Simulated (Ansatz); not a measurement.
hcp Cd, relaxed in Ansatz (plane waves) with several semilocal functionals. Each gives its own volume and its own elastic constant C11:

```tsv
level	V0 (Å³/atom)	elastic constant C11 (GPa)	ln V0	ln C11
LDA	20.060	152.2	2.9987	5.0252
PBEsol	21.020	126.9	3.0455	4.8434
PBE	22.895	83.90	3.1309	4.4296
```

Fit a straight line to ln C11 against ln V0. What does it predict for r²SCAN, whose volume is 21.985 Å³/atom?

With x = ln V0 and y = ln C11: means 3.05837 and 4.76607; Σ(Δx Δy) = -0.04086, Σ(Δx²) = 0.008987, so the slope is -4.55. At x = 3.0904 the line gives y = 4.76607 + (-4.55) × (3.0904 − 3.05837) = 4.6203, or 101.5 GPa. The run with r²SCAN gives 128.4 GPa, +26.5 % from the line. The rows used scatter about it by up to 1.9 %, while the largest value lies 81 % above the smallest.

Measured: 114 GPa (measured, temperature not stated, no zero-point or thermal correction; as tabulated in Blaschke (2019), arXiv:1902.02451).

Ansatz's density-functional and Hartree–Fock values are scalar-relativistic unless marked +SOC, with PAW data made under PBE.

Ansatz is a program for electronic structure.
